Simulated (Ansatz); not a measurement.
**HCl (singlet): the correlation ladder, cc-pV(Q+d)Z**

How much of the correlation energy of HCl (singlet) does each wave-function method recover here?

Computed with Ansatz 0.2.0, Gaussian basis. Level: cc-pV(Q+d)Z, core rule «outside noble gas», up to 5 orbitals frozen.

Plan: UHF; CCSD(T) on RHF; BCCD(T) on RHF; CISD; CCSDT(Q) on RHF; CASSCF and MRCISD+Q, 8 electrons in 5 orbitals; CASSCF and NEVPT2, 8 electrons in 5 orbitals.

9 further runs of the same task are left out: 9 set aside as unsound or not needed.

## (1) What is computed

The geometry is an MP2(full)/6-31G* stationary point (not a proven minimum).

2 atoms, charge 0, spin multiplicity 1.

Atoms are counted from 1 here; the program's logs count them from 0.

Bond lengths: Cl1–H2 1.280 Å.

## (2) UHF

The input, in.yaml:

```yaml
crystal:
  periodic: [false, false, false]
  atoms:
    - {symbol: Cl, position_ang: [0.000000, 0.000000, 0.000000]}
    - {symbol: H, position_ang: [0.000000, 0.000000, 1.279978]}
basis:
  gaussian: {orbitals: "cc-pV(Q+d)Z.json"}
magnetization: {spin_polarized: true, initial_magnetization: 0}
hamiltonian: {xc: hf}
output: {orbitals: {seedname: orbitals}}
```

On the command line:

```console
$ ansatz run in.yaml --threads 1 --pin off --events-out ev --progress --plain --max-ram 5120MiB --backend cpu
```

After this run come: CCSD(T) on RHF; BCCD(T) on RHF; CISD; CCSDT(Q) on RHF; CASSCF and MRCISD+Q, 8 electrons in 5 orbitals; CASSCF and NEVPT2, 8 electrons in 5 orbitals.

Before running them: what should the planned runs give, taken together? Wanted: RCCSDT(Q) below the RHF energy; RMP2 from RCCSDT(Q); RCCSD from RCCSDT(Q); RCCSD(T) from RCCSDT(Q); NEVPT2 valence from RCCSDT(Q); MRCISD+Q valence from RCCSDT(Q); T1 diagnostic; effectively unpaired electrons.

The runs gave:

| quantity | value |
| --- | --- |
| RCCSDT(Q) below the RHF energy | -6.8855 eV |
| RMP2 from RCCSDT(Q) | +78.4 kJ/mol |
| RCCSD from RCCSDT(Q) | +27.9 kJ/mol |
| RCCSD(T) from RCCSDT(Q) | +2.5 kJ/mol |
| NEVPT2 valence from RCCSDT(Q) | +134.9 kJ/mol |
| MRCISD+Q valence from RCCSDT(Q) | +8.9 kJ/mol |
| levels within 1 kcal/mol (43 meV) | RCCSD(T), BCCD(T), RCCSDT |
| T1 diagnostic | 0.006 |
| effectively unpaired electrons | 0.00 |

In words: RCCSD(T) lands +2.5 kJ/mol from the yardstick (0.4 % of the correlation energy). One determinant dominates. Of the multireference levels listed MRCISD+Q valence comes nearest in total energy (+8.9 kJ/mol), which doesn't show that its space is the better one. These misses are within one basis, not against nature.
